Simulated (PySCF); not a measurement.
Below is a simulated gas-phase C 1s photoelectron spectrum of methylenecyclopropene (`C=C1C=C1`).

Every computed line was given a Gaussian of 0.4 eV full width at half maximum and an area set by the number of equivalent atoms; the highest printed point is 100. Theory: delta-SCF UKS SCAN, pcX-2 on the ionised atom, pcseg-1 elsewhere, spin-free X2C in PySCF.

(binding energy (eV), intensity): (288.7, 0), (288.8, 1), (288.9, 2), (289.0, 8), (289.1, 19), (289.2, 32), (289.3, 38), (289.4, 31), (289.5, 18), (289.6, 8), (289.7, 2), (289.8, 0), (289.9, 0), (290.0, 0), (290.1, 0), (290.2, 0), (290.3, 0), (290.4, 0), (290.5, 0), (290.6, 0), (290.7, 2), (290.8, 8), (290.9, 22), (291.0, 48), (291.1, 79), (291.2, 100), (291.3, 96), (291.4, 69), (291.5, 36), (291.6, 14), (291.7, 4), (291.8, 1)

How many maxima does the curve show, and how many computed lines lie under it?

The curve has 2 maxima (at 289.3 and 291.2 eV). Under it lie 3 lines from 3 inequivalent carbon sites. At this width some lines have no maximum of their own.

Decompose the envelope and assign each component. Numbering: `[CH2:1]=[C:2]1[CH:3]=[CH:4]1`.

```
position (eV)  relative area  line  atoms                      environment
       289.30              1  C 1s     C1             terminal =CH2 carbon
       291.12              1  C 1s     C2  fully substituted alkene carbon
       291.28              2  C 1s  C3/C4                 alkene CH carbon
```

What are the centre and the root-mean-square width of the whole band?

The area-weighted mean of the lines is 290.74 eV. Their own spread about it is 0.84 eV (rms) and each Gaussian has σ = 0.4/2.355 = 0.17 eV; the variances add, which gives 0.86 eV.

Lowest listed C 1s: C1, bonded to C (double bond) and 2 H. Highest, 1.98 eV above it: C3/C4, bonded to C (double bond), C and H.

No satellites, vibrations or lifetime broadening are included. The first atom of each set that the bonding makes equivalent was ionised and stands for the set. Spin contamination (⟨S²⟩ against 0.75 for a pure doublet) is marked for C 1s of C3/C4 (0.95), which makes this value less certain. Isolated species at its GFN2-xTB geometry, gas phase.
